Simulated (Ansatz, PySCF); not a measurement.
Species: silicon monoxide, SiO, charge 0, multiplicity 1. 
Coordinates optimised at B3LYP-D3(BJ)/def2-TZVP (Ansatz, a first-principles code):
SMILES: [O+]#[Si-]
```xyz
2

Si     0.0000     0.0000    -0.5502
O      0.0000     0.0000     0.9629
```
Charge 0, spin multiplicity 1.

Property: atomisation energy (electronic, to ground-state atoms), in eV. Correlated levels leave the core frozen unless marked. UHF or UKS for open shells. No spin-orbit coupling. No relativistic terms. The coupled-cluster limit lacks core correlation, which all-electron functionals hold. CBS marks a two-point X^-3 extrapolation of the correlation energy; Hartree-Fock from the larger set (for Q and 5 zeta extrapolated as (X+1)exp(-9√X)).

```json
[
 {"level": "PBE-D4/def2-TZVPD", "program": "Ansatz + dftd4", "atomisation energy (eV)": "8.51"},
 {"level": "revPBE-D3(BJ)/def2-TZVPD", "program": "Ansatz + dftd3", "atomisation energy (eV)": "8.18"},
 {"level": "TPSS/def2-TZVPD", "program": "PySCF", "atomisation energy (eV)": "8.09"},
 {"level": "TPSS-D4/def2-TZVPD", "program": "PySCF + dftd4", "atomisation energy (eV)": "8.12"},
 {"level": "MN15-D3(BJ)/def2-TZVPD", "program": "PySCF + dftd3", "atomisation energy (eV)": "8.43"},
 {"level": "LC-wPBE/def2-TZVPD", "program": "Ansatz", "atomisation energy (eV)": "7.98"},
 {"level": "B2GP-PLYP/def2-TZVPD", "program": "Ansatz", "atomisation energy (eV)": "8.18"}
]
```

### Question
Predict the CCSD(T)/CBS(cc-pV(Q+d)Z,cc-pV(5+d)Z) result (Ansatz).

### Answer
8.32 eV, so B2GP-PLYP/def2-TZVPD differs from it by -0.14 eV.
